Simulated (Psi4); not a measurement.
# Two attempts at B2NH5 (SMILES BNB)

Wanted: the energy of B2NH5, BCCD/6-311G.

Program for the calculation: Psi4 1.11.

2 further runs of the same task are left out: 2 set aside as unsound or not needed.

## (1) The structure to begin with

B2NH5: 8 atoms, total charge 0, spin state singlet. As SMILES, `BNB`. Geometry: relaxed at PBE0-D4/def2-TZVP.

Bond lengths: B1–N2 1.417 Å, N2–B3 1.417 Å, B1–H4 1.194 Å, B1–H5 1.197 Å, N2–H6 1.011 Å, B3–H7 1.197 Å, B3–H8 1.194 Å. Angles: B1–N2–B3 125.8°, B1–N2–H6 117.1°, B3–N2–H6 117.1°, N2–B1–H4 118.5°, N2–B1–H5 119.5°, N2–B3–H7 119.4°, N2–B3–H8 118.5°, H4–B1–H5 122.0°, H7–B3–H8 122.0°.

## (2) The input as first written

run.py reads:

```python
import psi4

psi4.set_memory('1600 MB')
psi4.set_num_threads(1)
psi4.core.set_output_file('output.dat', False)

geom = psi4.geometry("""
1 1
B     -0.828200     0.654900    -0.693300
N      0.260000     0.377700     0.170800
B      0.695200    -0.910900     0.567700
H     -1.449400    -0.261400    -1.140100
H     -1.097800     1.791200    -0.954100
H      0.771000     1.169500     0.536500
H      1.631600    -1.014200     1.305600
H      0.109700    -1.864100     0.150900
""")

psi4.set_options({
    'freeze_core': True,
    'scf_type': 'pk',
})

result, w = psi4.energy("bccd/6-311G", molecule=geom, return_wfn=True)
print(f'bccd/6-311G energy: {result:.10f} Eh')
```

On the command line:

```console
$ python run.py
```

stdout:

```text
qcelemental.exceptions.ValidationError: Inconsistent or unspecified chg/mult: sys chg: None, frag chg: [1.0], sys mult: None, frag mult: [1]
```

It took 1.1 s on 1 thread of Intel Xeon Platinum 8488C (Sapphire Rapids), shared host; peak memory 0.13 GiB.

## (3) What went wrong

The program refused the input.

The log says `qcelemental.exceptions.ValidationError: Inconsistent or unspecified chg/mult: sys chg: None, frag chg: [1.0], sys mult: None, frag mult: [1]`. The fault: charge and multiplicity as typed don't fit the electron count or the species meant. To mend it: charge 0 in place of 1. That is the species meant; for the charge typed, the multiplicity would have to change.

## (4) Try two

job.py reads:

```python
import psi4

psi4.set_memory('1600 MB')
psi4.set_num_threads(1)
psi4.set_output_file('run.log', False)

geom = psi4.geometry("""
B     -0.828200     0.654900    -0.693300
N      0.260000     0.377700     0.170800
B      0.695200    -0.910900     0.567700
H     -1.449400    -0.261400    -1.140100
H     -1.097800     1.791200    -0.954100
H      0.771000     1.169500     0.536500
H      1.631600    -1.014200     1.305600
H      0.109700    -1.864100     0.150900
units angstrom
""")

psi4.set_options(dict(freeze_core=True, scf_type='pk'))

energy_value, wavefunction = psi4.energy('bccd/6-311G', return_wfn=True)
print(f'total energy {energy_value:.8f} hartree = {energy_value * 27.211386:.5f} eV')
```

On the command line:

```console
$ python job.py
```

run.log:

```text
[...]
  Running in c1 symmetry.
[...]
  Nuclear repulsion =   58.239730875990219
[...]
  Multiplicity = 1
[...]
  Nalpha       = 11
  Nbeta        = 11
[...]
    Number of basis functions: 54
[...]
   @RHF iter   1:  -106.70200261119484   -9.42882e-01   6.73579e-03 ADIIS/DIIS
[...]
   @RHF iter  10:  -106.76612031898071   -2.79954e-12   3.30867e-09 DIIS
[...]
    Orbital Energies [Eh]
    ---------------------
    Doubly Occupied:
       1A    -15.563621     2A     -7.615346     3A     -7.615329
       4A     -1.177077     5A     -0.745467     6A     -0.724117
       7A     -0.600549     8A     -0.548479     9A     -0.477969
      10A     -0.469435    11A     -0.467120
[...]
  @RHF Final Energy:  -106.76612031898071
   => Energetics <=
    Nuclear Repulsion Energy =             58.2397308759902188
    One-Electron Energy =                -258.0026826119761836
    Two-Electron Energy =                  92.9968314170052395
    Total Energy =                       -106.7661203189807111
[...]
 Multipole Moments:
 ------------------------------------------------------------------------------------
     Multipole            Electronic (a.u.)      Nuclear  (a.u.)        Total (a.u.)
 ------------------------------------------------------------------------------------
 L = 1.  Multiply by 2.5417464519 to convert [e a0] to [Debye]
 Dipole X            :          0.2814832           -0.0514687            0.2300145
 Dipole Y            :          0.4364465           -0.0796636            0.3567828
 Dipole Z            :          0.2016199           -0.0369311            0.1646888
 Magnitude           :                                                    0.4553274
[...]
      * MP2 total energy                      = -106.994144845041205
[...]
      * CCSD total energy                     = -107.023690128492063
[...]
      * MP2 total energy                      = -107.002184175325326
[...]
      * CCSD total energy                     = -107.022946152577035
[...]
      * MP2 total energy                      = -107.002188277283281
[...]
      * CCSD total energy                     = -107.022945675322916
[...]
```

Standard output:

```text
total energy -107.02294568 hartree = -2912.24269 eV
```

Run time: 23 s. Hardware: 1 thread of Intel Xeon Platinum 8488C (Sapphire Rapids), shared host; peak memory 0.25 GiB.

## (5) Outcome

At BCCD/6-311G:

| quantity | value |
| --- | --- |
| total energy | -107.02295 Eh |
| HOMO energy (Hartree–Fock orbitals) | -12.71 eV |
| LUMO energy (Hartree–Fock orbitals) | 2.51 eV |
| HOMO–LUMO gap (Hartree–Fock orbitals) | 15.22 eV |
| correlation energy (3 core orbitals frozen) | -256.8 mEh |
